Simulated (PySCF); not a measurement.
**Which is lower?**

Two relaxed structures of MgSiH$_{3}$F, singlet (PBE0-D4/def2-TZVP; forces vanish, vibrations not checked).

A:

F1  (0.845, -2.850, 1.638)
Mg2  (0.384, -1.370, 0.814)
Si3  (-0.293, 0.782, -0.384)
H4  (-1.522, 0.603, -1.213)
H5  (0.774, 1.276, -1.304)
H6  (-0.580, 1.892, 0.571)
(Å)

B:

F1  (-0.879, -1.009, 0.110)
Mg2  (2.121, -1.613, 1.864)
Si3  (-0.479, 0.469, -0.365)
H4  (-1.589, 0.988, -1.200)
H5  (0.774, 0.388, -1.151)
H6  (-0.284, 1.313, 0.837)
(Å)

Computed with PySCF 2.14 with density fitting (its default auxiliary sets; JK sets also for MP2 and CCSD(T)) (basis: def2-TZVPP); correlated methods freeze the cores. The outer core shell of Li, Na, Mg and K is correlated. The def2 sets are not built for correlating such inner shells, so the correlated values are less sure here. B3LYP uses VWN-RPA correlation.

(1) Which structure is lower at CCSD(T), and by how much? (Judge from chemistry; the value comes from the calculation.)

T1 diagnostic: at most 0.012.

## Answers

(1) Computed: A, by 38.7 kJ/mol (electronic energy, against the other). By their contacts, A is MgSiH₃F ([F][Mg][SiH3]) and B is a complex of SiH₃F ([F][SiH3]) + Mg.

All methods give the same order:

```tsv
method	E(B) − E(A) (kJ/mol)
PBE-D4	56.6
r2SCAN-D4	67.1
PBE0-D4	52.1
B3LYP-D4	37.7
wB97M-V	34.2
HF	12.0
MP2	44.3
CCSD	35.1
CCSD(T)	38.7
```

Labels in which every atom is bracketed show which atoms are joined, not bond orders.

For scale, one of the runs: CCSD(T)/def2-TZVPP, 147 basis functions, launched by `OMP_NUM_THREADS=2 python run.py`. Time: 72 s of wall clock on 2 CPU threads of an Intel Xeon 6975P-C; the host was shared. Peak host memory: 1.1 GiB.
